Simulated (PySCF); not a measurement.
Compound: C₃H₂ClOP.
Bonds: Cl1–C2, C2–C3 (aromatic), C3–O4 (aromatic), O4–C5 (aromatic), C5–P6 (aromatic), C2–P6 (aromatic). Hydrogens: H7 on C3; H8 on C5.

Probes without a nucleus sit at each ring's centroid and 1 Å off its mean plane on both sides; NICS is minus the shielding there, NICSzz its component along the normal. Level: GIAO PBE0/pcSseg-1 (PySCF, non-relativistic, gas phase) on the GFN2-xTB geometry, one conformer.

Ring bond lengths (Å), with Mayer bond orders in brackets: C2–C3 1.361 (1.53), C3–O4 1.330 (1.08), O4–C5 1.336 (1.08), C5–P6 1.710 (1.54), P6–C2 1.780 (1.08).

Q: What do the NICS probes read (ppm)?

A: 
```csv
ring,type,NICS(0),"NICS(1), two faces","NICS(1)zz, two faces",rms pucker (Å),"centre to ring atoms, mean (Å)"
C2–C3–O4–C5–P6,5-membered ring with O and P; formal bonds all aromatic,-11.8,-10.7 / -10.7,-24.8 / -24.8,0.00,1.27
```

Q: What do they say, and how far can they be read as aromaticity?

A: 
- C2–C3–O4–C5–P6: mean NICS(1)zz -24.8 ppm, shielded.

Q: What does the geometric index give? HOMA takes Krygowski's 1993 parameters.

A: 
- C2–C3–O4–C5–P6: HOMA 0.51; the largest term is that of P6–C2, α(R − Ropt)² = 0.80.

Q: What is the mean of the two in-plane components of NICS at the second NICS(1) probe listed for ring C2–C3–O4–C5–P6, 1 Å off the ring?

A: The isotropic value is a third of the trace: (3 × -10.7 − (-24.8))/2 = -3.6 ppm.

Hardware: one thread of an Arm Neoverse V1, no GPU, on a shared host. Cost: 9.6 s wall. This is the whole shielding run at PBE0/pcSseg-1, SCF included.
